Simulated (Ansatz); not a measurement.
System: hcp Cd. Method: B3LYP (VWN-RPA form) in Ansatz (plane waves, PAW).

Numerical settings: plane-wave cutoff 460 eV, 12×12×6 k mesh (along the axes of the cell as run), Fermi–Dirac smearing 0.05 eV, scalar-relativistic PAW data made under PBE.

Computed at the level's own relaxed cell.

Problem. Give the computed lattice constant a and c axis length.

Solution. 
- lattice constant a: 3.021 Å
- c axis length: 6.264 Å

Measured, for comparison: lattice constant a 2.979 Å, lattice parameter c 5.617 Å (293 K, not corrected to a static lattice; as tabulated in Wikipedia's data pages). Computed (rounded) less measured: lattice constant a +1.4 %, lattice parameter c +11.5 %.

The result took about 50 core-minutes (a rough figure).

Ansatz is a first-principles code.
